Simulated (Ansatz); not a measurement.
A made-up structure of BSi2H5, singlet:

Si1  (-0.876, 1.420, -1.314)
B2  (0.643, -1.139, 1.042)
Si3  (-0.200, 0.162, -0.168)
H4  (-2.315, 1.475, -1.651)
H5  (-0.009, 2.435, -1.950)
H6  (0.554, -2.228, 0.683)
H7  (0.260, -1.079, 2.125)
H8  (1.752, -0.834, 1.025)
(Å)

It is relaxed with PBE-D4/def2-SVP and then PBE0-D4/def2-TZVP (Ansatz 0.2.0). Atoms count as bonded within 1.22 times the sum of their covalent radii (H–H: 0.88 Å). The end point is not checked to be a true minimum.

Question: Does its bonding change? (Judge from chemistry; the calculation decides.)

Answer: By the calculation: Yes. Formed: Si3–H8; broken: none.

Where it ends: The first stage lowers the energy by 2.42 eV in 16 steps. It ends as BSi₂H₅ ([SiH2][Si]1[H][BH2]1):
| atom | x (Å) | y (Å) | z (Å) |
| --- | --- | --- | --- |
| Si1 | -0.7565 | 1.1381 | -1.5368 |
| B2 | 0.5112 | -1.2759 | 1.1266 |
| Si3 | -0.6393 | 0.0373 | 0.3625 |
| H4 | -2.1204 | 1.6792 | -1.7872 |
| H5 | 0.2619 | 2.2107 | -1.7076 |
| H6 | 0.8358 | -2.2124 | 0.4624 |
| H7 | 0.6815 | -1.2149 | 2.3060 |
| H8 | 1.0339 | -0.1514 | 0.5666 |

Labels in which every atom is bracketed show which atoms are joined, not bond orders.

For scale, one of the runs: PBE0-D4/def2-TZVP relaxation, 135 basis functions, launched by `ansatz run in.yaml --threads 2 --pin off --events-out ev --progress --plain --max-ram 4352MiB`. The run took about 20 s on 2 CPU threads of an Arm Neoverse V2 (shared host).
